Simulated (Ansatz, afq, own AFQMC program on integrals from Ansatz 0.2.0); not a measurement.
## Breaking Si2–Cl1 in SiCl2, singlet

```yaml
atoms:
  - { symbol: Cl, position_ang: [0.2952, 1.6158, 0.3401] }
  - { symbol: Si, position_ang: [-0.7742, -0.0105, -0.4243] }
  - { symbol: Cl, position_ang: [0.4791, -1.6053, 0.0842] }
```

Products: SiCl (doublet) and Cl (doublet), each relaxed with PBE0/def2-SVP like the molecule; electronic energies without zero-point terms. Determinants: RHF, UHF and UHF in that order.

Basis def2-TZVP. Noble-gas cores (and the filled d shells of Ga–Kr and In–Xe) are frozen. Integrals, coupled cluster, full CI and functionals: Ansatz 0.2.0; the random walks run on the same integrals in our own AFQMC program. The CISD trial takes its coefficients from CCSD amplitudes. Released means that phaseless walkers are propagated on without the constraint, phases kept. Uncertainties: one standard error, sampling alone. The errors of all members are added in quadrature.

No full CI on the walks' own integrals is used here; CCSDT(Q) serves as the reference and is uncertain by about the last step of the cluster series. Each member takes its own surest rung, up to full CI.

The best estimate is CCSD(T) at the basis-set limit (CBS: def2-TZVPP and def2-QZVPP, with their diffuse functions for anions and beside diffuse sets, CCSD(T) itself extrapolated) plus the step from CCSD(T) to CCSDT(Q) in def2-TZVP. Rows without CBS are in def2-TZVP; B2PLYP and the wave-function rows carry a basis error of their own. Core correlation and relativity beyond core potentials are missing, and ± holds the sampling alone.

Cautions: SiCl₂ (singlet): restricted determinant unstable towards unrestricted (UHF 5 meV lower, ⟨S²⟩ 0.09), its ph-AFQMC/CISD value lies 17 ± 6 meV above CCSDT(Q).

**Question.** Estimate: order these levels by their error in the bond energy against the best estimate, smallest first.
A. B2PLYP
B. HF
C. MP2
D. CCSD

**Answer.** C (2.8 kJ/mol), A (17.5 kJ/mol), D (35.4 kJ/mol), B (133.4 kJ/mol).

Best estimate: 442.3 kJ/mol.

Best estimates are given only where the step beyond CCSD(T) is under 0.3 eV and no member's determinant is very poor (T1 over 0.05, or 0.07 for open shells, ⟨S²⟩ too high by 0.3, two states mixed), so the hardest cases are missing from such tables.

Each member of a difference takes its own highest rung, so a best estimate needn't equal the limit plus the step of one row. A walk keeps the symmetry of its determinant, which the program's search chose and which needn't be the lowest solution, so a lower state of the same spin and another symmetry isn't excluded.
